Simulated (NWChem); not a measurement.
# CH3O (SMILES C[O]): levels of theory compared

Wanted: a comparison of 5 runs (UHF/STO-3G, UHF/6-31+G*, UB3LYP/6-31G*, UB3LYP/6-31G**, UCAM-B3LYP/6-31G**) of CH3O. 

Program for the calculation: NWChem 7.3.0.

## 1. The system as given

CH3O: 5 atoms, total charge 0, spin state doublet. SMILES: `C[O]`. The shape is that of a PBE0-D4/def2-TZVP optimisation.

Bond lengths: C1–O2 1.355 Å, C1–H3 1.108 Å, C1–H4 1.100 Å, C1–H5 1.100 Å. Angles: O2–C1–H3 105.3°, O2–C1–H4 113.5°, O2–C1–H5 113.5°, H3–C1–H4 106.2°, H3–C1–H5 106.2°, H4–C1–H5 111.5°.

## 2. Energy and forces at UHF/STO-3G (run 1)

Contents of run.py:

```python
from ase import Atoms
from ase.calculators.nwchem import NWChem

molecule = Atoms(['C', 'O', 'H', 'H', 'H'], positions=[
    [-0.000300, 0.051900, 0.013800],
    [0.981100, -0.843300, -0.254000],
    [-0.948700, -0.508200, -0.108100],
    [-0.041600, 0.884500, -0.703800],
    [0.009500, 0.415200, 1.052100],
])

calc = NWChem(
    label='m1',
    theory='scf',
    memory='2200 mb',
    basis='STO-3G',
    basispar='spherical bse',
    scf={'nopen': '1', 'uhf': None, 'thresh': '1e-08', 'maxiter': '80'},
)
molecule.calc = calc

forces = molecule.get_forces()
e = molecule.get_potential_energy()
print(f"E = {e:.6f} eV")
print("forces (eV/A):")
for s, f in zip(molecule.symbols, forces):
    print(f"{s:2s} {f[0]:10.5f} {f[1]:10.5f} {f[2]:10.5f}")
```

The run is started by

```
$ export ASE_NWCHEM_COMMAND="nwchem PREFIX.nwi > PREFIX.nwo"
$ python run.py
```

The log of the run:

```text
E = -3073.613609 eV
forces (eV/A):
C    -4.03571    2.15201    0.69898
O     3.50791   -2.84086   -0.86153
H     0.27398    0.36808    0.08901
H     0.13529    0.07945    0.34396
H     0.11853    0.24132   -0.27048
```

The calculator wrote m1.nwi:

```
title "m1"

permanent_dir m1

scratch_dir m1

start m1

geometry units angstrom nocenter noautosym noautoz
  C  -2.9999999999999997e-04 5.1900000000000002e-02 1.3800000000000000e-02
  O  9.8109999999999997e-01 -8.4330000000000005e-01 -2.5400000000000000e-01
  H  -9.4869999999999999e-01 -5.0819999999999999e-01 -1.0810000000000000e-01
  H  -4.1599999999999998e-02 8.8449999999999995e-01 -7.0379999999999998e-01
  H  9.4999999999999998e-03 4.1520000000000001e-01 1.0521000000000000e+00
end

memory 2200 mb

basis spherical bse noprint
   * library STO-3G
end

scf
  nopen 1
  uhf
  thresh 1e-08
  maxiter 80
end

task scf gradient
```

m1.nwo:

```text
Northwest Computational Chemistry Package (NWChem) 7.3.0
             --------------------------------------------------------

           Job information
           ---------------

    nwchem branch   = 7.3.0
    use scalapack   = T
    input           = m1.nwi
    prefix          = m1.
    data base       = m1/m1.db
    status          = startup
    nproc           =        1

           Memory information
           ------------------

[... 5 lines left out ...]
    hardfail = no
[... 38 lines left out ...]
            Nuclear Dipole moment (a.u.)
[... 80 lines left out ...]
 2-e energy   =      76.722475
[... 20 lines left out ...]
  ga_iter_lsolve: convergence stagnant ... aborting solve
[... 13 lines left out ...]
      One electron energy =   -223.458527577542
[... 9 lines left out ...]
          Final alpha eigenvalues
[... 137 lines left out ...]
                     UHF Final Beta Molecular Orbital Analysis
[... 180 lines left out ...]
                 ----------------------------------------
                 |  Time  |  1-e(secs)   |  2-e(secs)   |
                 ----------------------------------------
                 |  CPU   |       0.00   |       0.05   |
                 ----------------------------------------
                 |  WALL  |       0.00   |       0.05   |
                 ----------------------------------------

 Task  times  cpu:        0.5s     wall:        0.5s
 Total times  cpu:        0.6s     wall:        0.6s
```

Run time: 1.8 s. Hardware: 1 thread of Intel Xeon Platinum 8259CL at 2.50GHz (Skylake/Cascade Lake), shared host; peak memory 0.1 GiB.

## 3. Energy and gradient at UHF/6-31+G(d) (spherical functions) (run 2)

Contents of run.nw:

```
start run
memory total 2200 mb
charge 0

geometry units angstroms noautosym nocenter noautoz
   C       -0.000300       0.051900       0.013800
   O        0.981100      -0.843300      -0.254000
   H       -0.948700      -0.508200      -0.108100
   H       -0.041600       0.884500      -0.703800
   H        0.009500       0.415200       1.052100
end

basis spherical bse
   * library 6-31+G*
end

scf
   doublet
   uhf
   thresh 1e-08
   maxiter 80
   print medium
end

task scf gradient
```

The run is started by

```
$ nwchem run.nw > run.out
```

The log of the run:

```text
[...]
  functions       =    42
[...]
  wavefunction    = UHF
[...]
         Total SCF energy =   -114.422790983762
      One electron energy =   -224.336886507979
      Two electron energy =     75.370665143760
 Nuclear repulsion energy =     34.543430380458
                       Sz =      0.5000
                 Sz(Sz+1) =      0.7500
                      S^2 =      0.7594
[...]
                         UHF ENERGY GRADIENTS
    atom               coordinates                        gradient
                 x          y          z           x          y          z
   1 C      -0.000567   0.098077   0.026078    0.031703  -0.011808  -0.004165
   2 O       1.854010  -1.593606  -0.479990   -0.013456   0.008012   0.002534
   3 H      -1.792783  -0.960359  -0.204279   -0.009397  -0.004522  -0.000917
   4 H      -0.078613   1.671463  -1.329989   -0.004658   0.006356  -0.007010
   5 H       0.017952   0.784614   1.988181   -0.004192   0.001961   0.009558
[...]
```

It took 9.6 s on 1 thread of Intel Xeon Platinum 8259CL at 2.50GHz (Skylake/Cascade Lake), shared host; peak memory 0.1 GiB.

Runs 3 to 4 aren't shown in full; the table further down has their settings and results.

## 4. Energy and forces at UCAM-B3LYP/6-31G(d,p) (spherical functions) (run 5)

Contents of ch3o.nw:

```
start ch3o
title "CH3O"
memory stack 880 mb heap 220 mb global 1100 mb
charge 0

geometry units bohr noautosym nocenter noautoz
 C  -0.00056692  0.09807679  0.02607822
 O   1.85401030 -1.59360604 -0.47999044
 H  -1.79278317 -0.96035882 -0.20427939
 H  -0.07861261  1.67146276 -1.32998925
 H   0.01795240  0.78461429  1.98818086
end

basis spherical bse
 * library 6-31G**
end

dft
 xc xcamb88 1.00 lyp 0.81 vwn_5 0.19 hfexch 1.00
 cam 0.33 cam_alpha 0.19 cam_beta 0.46
 mult 2
 grid xfine
 convergence energy 1e-08
 direct
 maxiter 100
 mulliken
 noprint "final vectors analysis"
end

task dft gradient
```

The run is started by

```
$ nwchem ch3o.nw > ch3o.out
```

The log of the run:

```text
[...]
          Wavefunction type:  spin polarized.
          No. of atoms     :     5
          No. of electrons :    17
[...]
          Charge           :     0
          Spin multiplicity:     2
[...]
          AO basis - number of functions:    43
[...]
              XC Information
              --------------
                     Hartree-Fock (Exact) Exchange  1.000
                   CAM-Becke88 Exchange Functional  1.000
                      VWN V Correlation Functional  0.190 local
              Lee-Yang-Parr Correlation Functional  0.810
[...]
 d= 0,ls=0.0,diis     1   -114.9182972884 -1.49D+02  8.27D-03  9.73D-02     2.5
[...]
 d= 0,ls=0.0,diis    11   -114.9990857792 -4.71D-09  5.89D-07  2.71D-10    23.6
[...]
         Total DFT energy =     -114.999085779222
      One electron energy =     -224.689893664860
           Coulomb energy =       90.188013505897
    Exchange-Corr. energy =      -15.040633479499
 Nuclear repulsion energy =       34.543427859240
[...]
      <S2> =      0.7532 (Exact =     0.7500)
[...]
  wavefunction    = open shell
[...]
                         DFT ENERGY GRADIENTS
    atom               coordinates                        gradient
                 x          y          z           x          y          z
   1 C      -0.000567   0.098077   0.026078    0.004552  -0.002525  -0.000861
   2 O       1.854010  -1.593606  -0.479990   -0.005158   0.004909   0.001454
   3 H      -1.792783  -0.960359  -0.204279    0.000133   0.000023   0.000008
   4 H      -0.078613   1.671463  -1.329989    0.000246  -0.001250  -0.000209
   5 H       0.017952   0.784614   1.988181    0.000227  -0.001156  -0.000392
[...]
```

It took 29 s on 1 thread of Intel Xeon Platinum 8259CL at 2.50GHz (Skylake/Cascade Lake), shared host; peak memory 0.12 GiB.

## 5. The series

```tsv
run	level	iteration cap	module	energy (Eh)	dipole moment (D)	HOMO energy (eV)	LUMO energy (eV)	wall time
1	UHF/STO-3G	80	scf	-112.953218	1.27	-9.20	9.07	1.8 s
2	UHF/6-31+G* (spherical functions)	80	scf	-114.422791	2.04	-12.12	2.24	9.6 s
3	UB3LYP/6-31G* (spherical functions)	100	dft	-115.048072	1.98	–	–	17 s
4	UB3LYP/6-31G** (spherical functions)	100	dft	-115.052194	1.97	-7.06	-3.54	20 s
5	UCAM-B3LYP/6-31G** (spherical functions)	100	dft	-114.999086	1.99	–	–	29 s
```

## 6. Results

| quantity | value |
| --- | --- |
| run 5: total energy | -114.99909 Eh |
| run 5: dipole moment | 1.99 D |
| run 5: ⟨S²⟩ | 0.753 |
| run 5: largest force on an atom | 0.374 eV/Å |

**Reading.** The dipole moment (its size) runs from 1.27 D (UHF/STO-3G) to 2.04 D (UHF/6-31+G*). Totals of different functionals can't be ranked against each other. In run 1 the basis is minimal, so the values are rough. All runs together took 77 s, the longest 29 s.
